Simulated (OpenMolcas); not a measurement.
Which level was it?

The species is SiH2O (4 atoms), meant as a singlet with charge 0. SMILES: `O=[SiH2]`. The coordinates come from a PBE0-D4/def2-TZVP relaxation.

```xyz
4

O    -0.2832    0.4135    1.4695
Si   -0.0067    0.0098    0.0349
H     0.4399   -1.3460   -0.3762
H    -0.1500    0.9227   -1.1283
```

Orbital energies and the dipole are those of the mean-field step.

A calculation with OpenMolcas 26.06 gave:

```json
{
  "total energy": "-365.3336 Eh",
  "dipole moment": "4.50 D",
  "HOMO energy": "-12.07 eV",
  "LUMO energy": "0.85 eV",
  "HOMO–LUMO gap": "12.92 eV",
  "largest force": "1.011 eV/Å"
}
```

**Question.** Which of these levels gave the numbers?
A. HF/3-21G
B. SVWN5/cc-pVDZ
C. MP2/pcseg-2
D. MP2/pcseg-1

**Answer.** C. The others give -364.1745 Eh (SVWN5/cc-pVDZ), -365.1741 Eh (MP2/pcseg-1), -362.9535 Eh (HF/3-21G).
